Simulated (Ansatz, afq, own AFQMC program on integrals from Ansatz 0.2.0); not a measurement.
AFQMC on a folder of integrals that Ansatz 0.2.0 wrote.

```yaml
crystal:
  periodic: [false, false, false]
  atoms:
    - {symbol: As, position_ang: [0.000000, 0.000000, 0.000000]}
basis:
  gaussian: {orbitals: 6-31G}
total_charge: 1
magnetization: {spin_polarized: false, initial_magnetization: 4}
correlation: {method: ccsd_t, electrons: outside_noble_gas, hamiltonian_folder: ham}
```

```sh
$ ansatz run in.yaml --threads 1 --pin off --events-out ev --progress --plain --max-ram 1382MiB
```

afq runs on the folder ham with

```
--method phaseless --trial hf --walkers 400 --populations 1 --least-time 40 --time-step 0.005 --steps-per-block 20 --equilibration-blocks 112 --max-blocks 600 --target-error 0.00072 --factor-cut 1e-05 --start spin_pure --seed 3922 --taylor-order 6
```

Times are imaginary, in 1/Eh. The walk had a cap of 448 s. Filled inner d shells are frozen with the cores.

Log:

```
orbitals 15  electrons 4 0  factors 89 of 195
reference energy -2233.35348422 Eh
CCSD correlation -0.00300653 Eh in 5 cycles, weight of the determinant in the CISD state 0.9983
energy of the start -2233.353484 Eh
 block  time / (1/Eh)  mean weight  energy / Eh
     1     0.100  1.0001  -2233.354215
     2     0.200  1.0002  -2233.354687
     3     0.300  1.0000  -2233.354956
     4     0.400  0.9999  -2233.355413
     5     0.500  1.0000  -2233.355490
     8     0.800  1.0001  -2233.356075
    13     1.300  0.9999  -2233.356381
    49     4.900  0.9998  -2233.356040
    85     8.500  0.9999  -2233.356502
   109    10.900  1.0000  -2233.357141
   121    12.100  1.0001  -2233.356528
   157    15.700  0.9999  -2233.356530
   193    19.300  1.0000  -2233.356197
   229    22.900  1.0001  -2233.356584
   265    26.500  0.9996  -2233.357087
   301    30.100  1.0000  -2233.356927
   337    33.700  1.0002  -2233.356646
   373    37.300  1.0001  -2233.356742
   397    39.700  1.0000  -2233.355980
   409    40.900  1.0001  -2233.356459
   445    44.500  1.0000  -2233.356539
   481    48.100  0.9999  -2233.356456
   505    50.500  1.0000  -2233.356685
blocks merged  error / Eh  count
     1  0.000013  400
     2  0.000019  200
     4  0.000025  100
     8  0.000033  50
    16  0.000044  25
    32  0.000057  12
energy -2233.356612 +/- 0.000044 Eh
(rows thinned)
```

The run failed at least one of its tests; the cautions name the faults.

Against this walk (error 1.2 meV) on the same determinant: CCSD(T) 3.0 meV higher, CCSDT(Q) 2.9 meV higher, full CI 2.9 meV higher, a separate phaseless walk with a CISD trial and standard settings 2.9 ± 1.2 meV higher. The error is statistical and leaves out the bias of the constraint.

Cautions: constraint bias not in the error; error not settled; no relativity below Rb; no spin-orbit coupling; inner d shell frozen; another spin lies lower (by 4.87 eV).

The walk took 67 s on 1 thread of Arm Neoverse V2 (shared host). The log's last line is the phaseless energy.

CCSDT and higher add their correlation energy to the determinant of the CCSD(T) run, since their own runs factorise the integrals more tightly (a shift of under 2 meV). A walk keeps the symmetry of its determinant, which the program's search chose and which needn't be the lowest solution, so a lower state of the same spin and another symmetry isn't excluded.
